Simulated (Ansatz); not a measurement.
Geometry optimisation, Ansatz 0.2.0, UKS r2SCAN-D4/6-31G*.

Input file:

```yaml
crystal:
  periodic: [false, false, false]
  atoms:
    - { symbol: B, position_ang: [2.0e-06, -6.0e-06, -0.33646] }
    - { symbol: H, position_ang: [-1.3e-05, 0.0, 2.05884] }
    - { symbol: F, position_ang: [1.143945, 3.0e-06, -0.986224] }
    - { symbol: F, position_ang: [-1.143943, 3.0e-06, -0.986222] }
    - { symbol: H, position_ang: [9.0e-06, 1.0e-06, 2.770066] }
magnetization:
  spin_polarized: true
  initial_magnetization: 1
basis:
  gaussian: { orbitals: "6-31G*" }
hamiltonian:
  xc: r2scan
  dispersion: d4
relax:
  f_tol: 0.03
  max_steps: 50
```

Command:

```bash
$ ansatz run input.yaml --threads 1 --pin off --max-ram 2048MiB --backend cpu --events-out ev --progress --plain --runs-dir out
```

Where does it end, and by what steps?

It converged. After 2 steps the energy has fallen by 0.049 eV; H5 moved furthest, 0.24 Å.

| step | energy less start (eV) | largest force component (eV/Å) | accepted |
| --- | --- | --- | --- |
| 0 | 0.0000 | 1.542 | yes |
| 1 | -0.0477 | 0.047 | yes |
| 2 | -0.0491 | 0.007 | yes |

```xyz
5
Properties=species:S:1:pos:R:3
B 0.000 0.000 -0.487
H 0.000 0.000 2.266
F 1.145 0.000 -1.135
F -1.145 0.000 -1.135
H 0.000 0.000 3.011
```

Time of the run: 10 s on 1 thread of Arm Neoverse V1 (shared host), peak memory 0.14 GiB.
